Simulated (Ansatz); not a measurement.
Geometry optimisation, RKS BLYP/def2-SVP in Ansatz 0.2.0.

The input (input.yaml):

```yaml
crystal:
  periodic: [false, false, false]
  atoms:
    - { symbol: C, position_ang: [-0.86148, 0.83283, -0.91797] }
    - { symbol: S, position_ang: [0.11305, -0.44935, -0.99739] }
    - { symbol: C, position_ang: [0.69707, -0.68183, 0.68663] }
    - { symbol: H, position_ang: [-0.00353, -0.72035, -2.34549] }
    - { symbol: H, position_ang: [-1.06495, 1.38458, -0.01124] }
    - { symbol: H, position_ang: [0.54508, 0.20588, 1.29273] }
    - { symbol: H, position_ang: [1.75514, -0.93419, 0.64495] }
    - { symbol: H, position_ang: [0.1674, -1.52904, 1.12305] }
total_charge: 1
basis:
  gaussian: { orbitals: def2-SVP }
hamiltonian:
  xc: blyp
relax:
  f_tol: 0.02
  max_steps: 50
```

Command:

```bash
$ ansatz run input.yaml --threads 1 --pin off --max-ram 2048MiB --backend cpu --events-out ev --progress --plain --runs-dir out
```

Q: Where does it end, and by what steps?

A: The forces met the threshold. The force dipped under the threshold on the way, but the program's further checks kept it going. Limits of this set-up: the dipole of an ion depends on the origin. After 14 steps the energy has fallen by 1.900 eV; H4 moved furthest, 0.62 Å.

| step | energy less start (eV) | largest force component (eV/Å) | accepted |
| --- | --- | --- | --- |
| 0 | 0.0000 | 3.406 | yes |
| 1 | -1.2240 | 1.667 | yes |
| 2 | -1.6622 | 1.119 | yes |
| 3 | -1.8243 | 0.477 | yes |
| 4 | -1.7903 | 0.982 | no |
| 5 | -1.8671 | 0.428 | yes |
| 6 | -1.8873 | 0.218 | yes |
| 7 | -1.8912 | 0.163 | yes |
| 8 | -1.8968 | 0.090 | yes |
| 9 | -1.8986 | 0.021 | yes |
| 10 | -1.8993 | 0.117 | yes |
| 11 | -1.8998 | 0.038 | yes |
| 12 | -1.9000 | 0.014 | yes |
| 13 | -1.8991 | 0.088 | no |
| 14 | -1.9002 | 0.012 | yes |

```xyz
8
Properties=species:S:1:pos:R:3
C -1.080 1.089 -1.231
S -0.119 -0.143 -0.756
C 0.821 -0.832 0.737
H 0.092 -1.003 -1.802
H -1.276 1.811 -0.402
H 0.634 -0.116 1.558
H 1.887 -0.867 0.437
H 0.389 -1.831 0.935
```

Whether the end is a true minimum wasn't checked by a vibrational analysis.

Time of the run: 22 s on 1 thread of Intel(R) Xeon(R) Processor @ 2.70GHz (shared host), peak memory 0.13 GiB.
